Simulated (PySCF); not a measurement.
## Property card for 1-butyne, `C#CCC`

1-butyne, C4H6.
Bonds: C1–C2 (triple), C2–C3, C3–C4. Hydrogens: H5 on C1; H6, H7 on C3; H8, H9, H10 on C4.

Structural features include: alkyne.

From GFN2-xTB geometry:

* Point group of the GFN2-xTB geometry: Cs
* Rotational constants A, B, C of the GFN2-xTB geometry: 27.049, 4.663, 4.185 GHz

**PBE0/def2-SVPD ground state and vertical TDDFT (core frozen in the response) (PySCF)**

* Dipole moment: 0.82 D
* HOMO energy: -7.72 eV
* LUMO energy: 0.67 eV
* HOMO–LUMO gap: 8.39 eV
* Lowest singlet excitation: 6.74 eV (184 nm, f = 0.000)
* Strongest line among the 8 lowest singlet transitions: S6 at 8.32 eV (149 nm, f = 0.059)
* Lowest triplet excitation (Tamm–Dancoff): 5.46 eV
* Static isotropic polarisability: 47.1 au
* Electronic spatial extent ⟨r²⟩ about the centre of nuclear charge: 329 bohr²

From PBE0/pcSseg-1 ground state and GIAO shieldings, non-relativistic (PySCF):

- Lowest Hirshfeld atomic charge: -0.13 e on C1
- Highest Hirshfeld atomic charge: +0.09 e on H5
- 13C chemical shifts (computed TMS as zero) by class: 90.4 (C2), 74.3 (C1), 16.8 (C4), 15.2 (C3) ppm
- 1H chemical shifts (computed TMS as zero) by class: 2.30 (H6/H7), 1.35 (H5), 1.22 (H8/H9/H10) ppm
- Mayer bond orders between heavy atoms: C1–C2 2.57, C2–C3 1.07, C3–C4 1.06

B3LYP/pcJ-1 indirect spin-spin coupling, non-relativistic, gas phase; spin–dipole term left out (PySCF):

- Largest of the computed one-bond spin–spin couplings (means over like bonds): 13C–1H +261.3 (C1–H5), 13C–13C +196.8 (C1–C2), 13C–1H +137.2 (C3–H6 and 1 like it), 13C–1H +134.7 (C4–H8 and 2 like it), 13C–13C +72.2 (C2–C3), 13C–13C +33.6 (C3–C4) Hz

Monoisotopic mass (most abundant isotopes): 54.0470 u.

The dipole equals about 2.7 × 10⁻³⁰ C·m (1 D = 3.33564 × 10⁻³⁰ C·m). No computed singlet falls in the visible range (750 to 380 nm, 1.65 to 3.26 eV); S1 lies 3.48 eV above its blue end. The principal polarisabilities are 37.7, 40.9 and 62.8 au; their mean is the isotropic value. A dipole of 0.82 D is allowed in Cs, and pure rotational transitions are dipole-allowed. With B = h/(8π²I), that is 505.379 GHz u Å² over I, the principal moments of inertia are 18.7, 108.4 and 120.8 u Å² (most abundant isotopes). The vertical singlet–triplet gap S1 − T1 is 1.28 eV (TDDFT singlet less Tamm–Dancoff triplet).

 NMR classes are plain means over equivalent atoms (diastereotopic ones count apart unless rotation or inversion swaps them), as if these changed places fast; in this geometry the members of some classes differ.

For the TDDFT job (PBE0/def2-SVPD), hardware: one thread of an Arm Neoverse V1 (shared host). Cost: 7.3 s wall.
